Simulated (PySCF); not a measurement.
# How the method moves the HOMO and LUMO of `CC1=C(F)C1`

Compound: C₄H₅F.
Cartesian coordinates in Å at the PBE0-D3(BJ)/def2-SVP level; atoms count from 1:
```
atom  x, y, z in Å
C1     1.419   -0.394    0.330
C2     0.109    0.140   -0.067
C3    -0.712    0.988   -0.588
F4    -0.908    2.125   -1.207
C5    -1.403   -0.180   -0.035
H6     1.603   -1.371   -0.146
H7     2.232    0.290    0.047
H8     1.461   -0.553    1.420
H9    -1.950   -0.108    0.921
H10   -1.804   -0.963   -0.703
```

Basis pcSseg-2 throughout (PySCF), one geometry. Isolated species at its PBE0-D3(BJ)/def2-SVP geometry, gas phase.

**Question.** How do the orbital energies, the gap and the dipole change with the method?

**Answer.** 
| method | kind | HOMO (eV) | LUMO (eV) | gap (eV) | μ (D) | SCF cycles |
| --- | --- | --- | --- | --- | --- | --- |
| BLYP | GGA | -5.54 | -0.21 | 5.33 | 1.63 | 15 |
| OPBE | GGA | -5.64 | -0.12 | 5.52 | 1.58 | 15 |
| B97-D | GGA | -5.64 | -0.12 | 5.52 | 1.62 | 14 |
| PBE | GGA | -5.66 | -0.22 | 5.44 | 1.61 | 14 |
| KT2 | GGA | -5.67 | -0.18 | 5.49 | 1.65 | 15 |
| KT3 | GGA | -5.73 | -0.40 | 5.33 | 1.62 | 15 |
| BP86 | GGA | -5.74 | -0.29 | 5.45 | 1.62 | 14 |
| LDA | LDA | -5.78 | -0.46 | 5.32 | 1.72 | 14 |
| B3LYP | global hybrid | -6.65 | 0.19 | 6.85 | 1.72 | 14 |
| HF | Hartree–Fock | -9.49 | 2.52 | 12.01 | 1.89 | 11 |

The HOMO spans 3.95 eV, from BLYP down to HF, and the gap runs from 5.32 eV (LDA) to 12.01 eV (HF). Over the methods BLYP (0 %), OPBE (0 %), B97-D (0 %), PBE (0 %), KT2 (0 %), KT3 (0 %), BP86 (0 %), LDA (0 %), B3LYP (20 %), HF (100 %), a straight line through the gap against the share of exact exchange rises by 0.66 eV for each 10 % (correlation coefficient 0.999). The dipole ranges from 1.58 D (OPBE) to 1.89 D (HF). This basis has no diffuse functions.
